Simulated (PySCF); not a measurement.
Coordinates in bohr (charge 0 multiplicity 1):
```
C     0.0000    0.0000    0.0000
C     0.0000    0.0000    2.4347
C     0.0000    0.0000   -2.4347
```

These are results of PBE0/[C def2-TZVP], no relativity, density fitting, PySCF, not measurements.

This geometry of C3 is a stationary point at this level.

Question: What is the point group?

Answer: D∞h.

Question: Is it a minimum?

Answer: Yes: all harmonic wavenumbers are real.

Question: Which band is strongest in the infrared?

Answer: 2158 cm⁻¹ (σu+), 915 km/mol.

Question: What is the atomisation energy, with and without zero-point energy?

Answer: 1351 kJ/mol without, 1329 kJ/mol with.

This need not be the most stable arrangement of these atoms.
